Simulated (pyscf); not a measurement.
methane (CH₄) + H₂B–CH₃ -> H₂B–CH₃ + methane (CH₄) (four-centre exchange; singlet surface; C–H, B–C broken, B–C, C–H formed). Structures and frequencies: ωB97X-D3(BJ)/def2-SVP in PySCF. MP2 and CC: frozen core, UHF for open shells. ΔMP2 is the change of the MP2 total energy from the triple- to the quadruple-zeta basis. Energies in eV from the separated reactants.

```tsv
level	barrier	reaction energy
ωB97X-D3(BJ)/def2-TZVP	…	0.00
PBE/def2-TZVP	1.07	0.00
B3LYP-D3(BJ)/def2-TZVP	1.46	0.00
ωB97M-D3(BJ)/def2-TZVP	1.40	0.00
MP2/def2-QZVPP	1.31	0.00
CCSD(T)/def2-TZVPP	1.46	0.00
CCSD(T)/def2-TZVPP + ΔMP2(QZVPP)	…	0.00
```

Problem. What belongs in the gaps?

Solution. 
- ωB97X-D3(BJ)/def2-TZVP, barrier: 1.42
- CCSD(T)/def2-TZVPP + ΔMP2(QZVPP), barrier: 1.44

At the saddle there is also a short B–H contact that neither side keeps. The same reactants have a lower exit, to H₃C–BH–CH₃ + H₂ (barrier +1.04 eV at ωB97M-D3(BJ)/def2-TZVP, against +1.40 eV here). One saddle was located; it need not be the lowest between these sides. The CCSD(T) − MP2 part came from Ansatz, without density fitting, on the same reference.
